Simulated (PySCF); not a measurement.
Two structures of SiNH$_{5}$S, closed shell, reached by relaxing down either side of one saddle point (PBE0-D4/def2-TZVP). Energies are electronic, without zero-point energy. PySCF 2.14 with density fitting (its default auxiliary sets; JK sets also for MP2 and CCSD(T)); basis: def2-TZVPP and def2-QZVPP; cores frozen in the correlated methods. Extrapolation: Hartree–Fock as exp(−7.88 √X), correlation as X^−2.97. First:

```xyz
8
angstrom
Si -0.0722 0.4672 0.4148
S 1.9742 0.6876 -0.1514
N -0.8862 -0.6376 -0.6003
H -0.9431 -0.5174 -1.5973
H -0.2388 -0.0670 1.7897
H -0.5429 1.8778 0.3679
H 2.2552 -0.6229 -0.0544
H -1.6086 -1.2371 -0.2397
```

Second:

```csv
atom,x (Å),y (Å),z (Å)
Si1,-0.4909,0.2562,0.8244
S2,1.4133,0.4321,-1.1751
N3,-1.5895,-0.7597,0.2582
H4,0.7049,-0.5656,-1.7302
H5,0.5492,-0.2950,1.7220
H6,-0.5370,1.7452,0.9179
H7,2.2766,-0.4220,-0.6016
H8,-2.3880,-0.4184,-0.2595
```

(1) Which bonds change from the first to the second?

(2) Give the saddle point's structure and its height above each. (To be estimated.)

T1 diagnostic: at most 0.018. The end structure is not quite a true minimum (one mode of 53i cm⁻¹).

## Answers

(1) SiNH₅S ([NH2][SiH2][SH]) → SiNH₃ ([NH][SiH2]) + H₂S; bonds formed: S2–H4; bonds broken: Si1–S2, N3–H4.

(2) Computed: 3.005 eV above the first and 0.222 eV above the second (CCSD(T) at an estimated basis limit (MP2 extrapolated from triple and quadruple zeta, plus CCSD(T) − MP2 in triple zeta)).
Si1  (-0.349, 0.248, 0.762)
S2  (1.325, 0.528, -1.086)
N3  (-1.202, -0.785, -0.149)
H4  (0.234, -0.380, -1.232)
H5  (0.631, -0.293, 1.734)
H6  (-0.682, 1.659, 1.116)
H7  (2.151, -0.423, -0.616)
H8  (-2.108, -0.555, -0.528)
(Å)

Labels in which every atom is bracketed show which atoms are joined, not bond orders.

For scale, one of the runs: CCSD(T)/def2-TZVPP, 185 basis functions, launched by `OMP_NUM_THREADS=4 python run.py`. Time: 3.5 min of wall clock on 4 CPU threads of an Arm Neoverse V2; the host was shared. Peak host memory: 1.7 GiB.
